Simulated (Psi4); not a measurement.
# C2Si: r2SCAN/def2-SVP (Cholesky decomposition, cholesky tolerance 0.001, sweep point 6)

Aim: the vertical ionisation energy of C2Si at r2SCAN/def2-SVP (Cholesky decomposition, cholesky tolerance 0.001, sweep point 6), from 2 runs. The job is set up through a Python script.

The results are computed with Psi4 1.11.

### 1 Starting point

C2Si: 3 atoms, total charge 0, spin state singlet. Geometry: relaxed at GFN2-xTB.

Bond lengths: C1–C2 1.259 Å, C2–Si3 1.781 Å. Angles: C1–C2–Si3 180.0°.

### 2 The energy at r2SCAN/def2-SVP (Cholesky decomposition, cholesky tolerance 0.001, sweep point 6)

File c2si.py:

```python
import psi4

psi4.set_memory(1600000000)
psi4.set_num_threads(1)
psi4.core.set_output_file('psi4.out', False)

mol = psi4.geometry("""
0 1
C     -1.111830     0.737510    -0.522770
C     -0.135170     0.089220    -0.063600
Si     1.247000    -0.826740     0.586370
symmetry c1
""")

psi4.set_options(dict(basis='def2-SVP', puream=True, scf_type='cd', dft_radial_points=99, dft_spherical_points=590, cholesky_tolerance=0.001))

energy_value = psi4.energy('R2SCAN')
print(f'total energy {energy_value:.8f} hartree = {energy_value * 27.211386:.5f} eV')
```

Started as:

```console
$ python c2si.py
```

psi4.out (excerpt; [...] marks lines left out):

```text
[...]
  Running in c1 symmetry.
[...]
  Nuclear repulsion =   54.713062063293620
[...]
  Multiplicity = 1
[...]
  Nalpha       = 13
  Nbeta        = 13
[...]
    Number of basis functions: 46
[...]
   @RKS iter   1:  -364.93777644383965   -2.57423e-01   1.43228e-02 ADIIS/DIIS
[...]
   @RKS iter  10:  -365.28592728685453   -2.93471e-09   1.33761e-07 DIIS
[...]
    Orbital Energies [Eh]
    ---------------------
    Doubly Occupied:
       1A    -65.906028     2A    -10.073943     3A    -10.038549
       4A     -5.292160     5A     -3.639766     6A     -3.639764
       7A     -3.630668     8A     -0.709093     9A     -0.529575
      10A     -0.323549    11A     -0.284468    12A     -0.284397
      13A     -0.235872
[...]
  @RKS Final Energy:  -365.28592728685453
   => Energetics <=
    Nuclear Repulsion Energy =             54.7130620632936200
    One-Electron Energy =                -610.6327016316067784
    Two-Electron Energy =                 222.0727929119249779
    DFT Exchange-Correlation Energy =     -31.4390806304663144
    Empirical Dispersion Energy =           0.0000000000000000
    VV10 Nonlocal Energy =                  0.0000000000000000
    Total Energy =                       -365.2859272868545304
[...]
 Multipole Moments:
 ------------------------------------------------------------------------------------
     Multipole            Electronic (a.u.)      Nuclear  (a.u.)        Total (a.u.)
 ------------------------------------------------------------------------------------
 L = 1.  Multiply by 2.5417464519 to convert [e a0] to [Debye]
 Dipole X            :          1.5700893            0.0207775            1.5908668
 Dipole Y            :         -0.9487983           -0.0125334           -0.9613317
 Dipole Z            :          0.0000000            0.0000000            0.0000000
 Magnitude           :                                                    1.8587672
[...]
```

On the terminal:

```text
total energy -365.28592729 hartree = -9939.93637 eV
```

It took 11 s on 1 thread of Intel Xeon Platinum 8259CL at 2.50GHz (Skylake/Cascade Lake), shared host; peak memory 0.71 GiB.

### 3 The doublet cation at the same level

File run.py:

```python
import psi4

psi4.set_memory('1600 MB')
psi4.set_num_threads(1)
psi4.set_output_file('c2si.out', False)

mol = psi4.geometry("""
1 2
C     -1.111830     0.737510    -0.522770
C     -0.135170     0.089220    -0.063600
Si     1.247000    -0.826740     0.586370
symmetry c1
""")

options = {'basis': 'def2-SVP', 'reference': 'uks', 'puream': True, 'scf_type': 'cd', 'dft_radial_points': 99, 'dft_spherical_points': 590, 'cholesky_tolerance': 0.001, 'maxiter': 150}
psi4.set_options(options)

e_tot = psi4.energy('r2scan')
print('E =', round(e_tot, 9))
```

Started as:

```console
$ python run.py
```

c2si.out:

```text
[...]
  Running in c1 symmetry.
[...]
  Nuclear repulsion =   54.713062063293620
[...]
  Multiplicity = 2
[...]
  Nalpha       = 13
  Nbeta        = 12
[...]
    Number of basis functions: 46
[...]
   @UKS iter   1:  -364.43630906757375    2.44044e-01   1.48439e-02 ADIIS/DIIS
[...]
   @UKS iter  13:  -364.94095567771666   -3.64975e-09   3.69762e-07 DIIS
[...]
   @S^2 Observed:                8.660734841E-01
[...]
    Orbital Energies [Eh]
    ---------------------
    Alpha Occupied:
       1A    -66.160922     2A    -10.410861     3A    -10.312876
       4A     -5.543372     5A     -3.890691     6A     -3.890690
       7A     -3.882410     8A     -0.985260     9A     -0.782666
      10A     -0.630326    11A     -0.548032    12A     -0.547983
      13A     -0.533647
    Alpha Virtual:
      14A     -0.393857    15A     -0.393854    16A     -0.237293
      17A     -0.237266    18A     -0.160190    19A     -0.049563
      20A      0.105450    21A      0.164877    22A      0.176350
      23A      0.176382    24A      0.178527    25A      0.178653
[...]
  @UKS Final Energy:  -364.94095567771666
   => Energetics <=
    Nuclear Repulsion Energy =             54.7130620632936200
    One-Electron Energy =                -603.7586415784078326
    Two-Electron Energy =                 215.2810324029664457
    DFT Exchange-Correlation Energy =     -31.1764085655688419
    Empirical Dispersion Energy =           0.0000000000000000
    VV10 Nonlocal Energy =                  0.0000000000000000
    Total Energy =                       -364.9409556777166586
[...]
 Multipole Moments:
 ------------------------------------------------------------------------------------
     Multipole            Electronic (a.u.)      Nuclear  (a.u.)        Total (a.u.)
 ------------------------------------------------------------------------------------
 L = 1.  Multiply by 2.5417464519 to convert [e a0] to [Debye]
 Dipole X            :          0.3354792            0.0207775            0.3562566
 Dipole Y            :         -0.2037327           -0.0125334           -0.2162661
 Dipole Z            :          0.0000000            0.0000000            0.0000000
 Magnitude           :                                                    0.4167611
[...]
```

Standard output:

```text
E = -364.940955678
```

Wall time 18 s (1 thread of Intel Xeon Platinum 8259CL at 2.50GHz (Skylake/Cascade Lake), shared host); peak memory 0.71 GiB.

### 4 Outcome

At r2SCAN/def2-SVP (Cholesky decomposition, cholesky tolerance 0.001, sweep point 6):

| quantity | value |
| --- | --- |
| singlet C2Si: total energy | -365.28593 Eh |
| singlet C2Si: dipole moment | 4.72 D |
| singlet C2Si: HOMO energy | -6.42 eV |
| singlet C2Si: LUMO energy | -4.42 eV |
| singlet C2Si: HOMO–LUMO gap | 2.00 eV |
| doublet cation: total energy | -364.94096 Eh |
| doublet cation: HOMO energy (highest over α and β) | -14.49 eV |
| doublet cation: LUMO energy (lowest over α and β) | -11.54 eV |
| doublet cation: ⟨S²⟩ | 0.866 |
| vertical ionisation energy (to the doublet cation) | 9.387 eV |

**Reading.** The vertical ionisation energy comes to 9.39 eV (216 kcal/mol). −ε(HOMO) before ionisation, 6.42 eV, is 2.97 eV below this ionisation energy. ⟨S²⟩ (doublet cation) is 0.87 where a pure doublet has 0.75: the reference is spin-contaminated.
